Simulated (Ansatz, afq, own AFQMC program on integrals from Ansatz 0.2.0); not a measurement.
# MgPH2, sextet: AFQMC among the cluster methods

```xyz
4

P     0.0000    0.0778    1.1641
Mg    0.0000    0.0174   -1.5257
H     0.0000   -1.2430    1.6870
H     0.0000   -1.5672   -0.6685
```

Connectivity, by distances: PH–MgH.

Basis cc-pVDZ. Only valence electrons are correlated. AFQMC by an in-house program on the Cholesky factors that Ansatz 0.2.0 writes for its CCSD(T) run. The CISD trial takes its coefficients from CCSD amplitudes. Released means that phaseless walkers are propagated on without the constraint, phases kept. Free AFQMC starts from the CCSD state and is never constrained. Its projection time is finite, and what remains of the start isn't in its error. Error bars are statistical, one sigma.

Determinant: UHF, the one that the program's search chose, which needn't be the lowest solution. The geometry is a PBE0/def2-TZVP stationary point of this or a neighbouring charge and spin state.

No full CI on the walks' own integrals is used here; CCSDT(Q) serves as the reference and is uncertain by about the last step of the cluster series.

Cautions: another spin lies lower (by 5.16 eV); the released energies move by 1.5 errors or more from one time to the next, so no released level is given (meV from the phaseless value at times in 1/Eh: -3 ± 5 at 0.24, -10 ± 5 at 0.51, -10 ± 5 at 0.99, -6 ± 4 at 1.62, -21 ± 5 at 2.40), though the last usable value meets CCSDT(Q) within the noise.

```
T1 diagnostic                               : 0.0141
weight of the determinant in the CISD state : 0.922
⟨S²⟩ of the determinant                     : 8.768
size of the correlated space                : 9 electrons in 36 orbitals
```

Reference: CCSDT(Q), correlation energy -3.269 eV.

```json
{"level": "HF", "E − E(reference) (kcal/mol)": "75.39", "share of correlation (%)": "0.00"}
{"level": "MP2", "E − E(reference) (kcal/mol)": "18.04", "share of correlation (%)": "76.08"}
{"level": "CCSD", "E − E(reference) (kcal/mol)": "2.10", "share of correlation (%)": "97.21"}
{"level": "CCSD(T)", "E − E(reference) (kcal/mol)": "0.49", "share of correlation (%)": "99.36"}
{"level": "CCSDT", "E − E(reference) (kcal/mol)": "0.07", "share of correlation (%)": "99.90"}
{"level": "ph-AFQMC/CISD", "E − E(reference) (kcal/mol)": "0.33 ± 0.12", "share of correlation (%)": "99.56"}
{"level": "free AFQMC", "E − E(reference) (kcal/mol)": "-0.11 ± 0.20", "share of correlation (%)": "100.14"}
```

Free projections are given only where their last times agree within the noise and don't stop above the reference; a slow remainder of the start can still hide under it. A walk keeps the symmetry of its determinant, which the program's search chose and which needn't be the lowest solution, so a lower state of the same spin and another symmetry isn't excluded.
